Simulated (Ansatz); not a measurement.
Relaxation of CLiO (3 atoms, charge 1, multiplicity 1), to a largest force component of 0.02 eV/Å in at most 40 steps.

Level of theory: Ansatz 0.2.0, RKS PBE/def2-SVP.

```xyz
3
Properties=species:S:1:pos:R:3:forces:R:3
Li -1.249 1.196 -0.550 0.01 -0.02 0.01
C 0.243 -0.234 0.107 -2.28 2.18 -1.00
O 1.006 -0.962 0.443 2.26 -2.16 1.00
```

**Question.** Where does it end, and by what steps?

**Answer.** The run converged. Limits of this set-up: the dipole of an ion depends on the origin. After 2 steps the energy has fallen by 0.038 eV; O3 moved furthest, 0.01 Å.

```tsv
step	energy less start (eV)	largest force component (eV/Å)	accepted
0	0.0000	2.277	yes
1	-0.0379	0.146	yes
2	-0.0381	0.009	yes
```

```xyz
3
Properties=species:S:1:pos:R:3
Li -1.253 1.199 -0.551
C 0.237 -0.227 0.104
O 1.016 -0.972 0.447
```

Whether the end is a true minimum wasn't checked by a vibrational analysis.

Time of the run: 6 s on 1 CPU thread of a shared host.
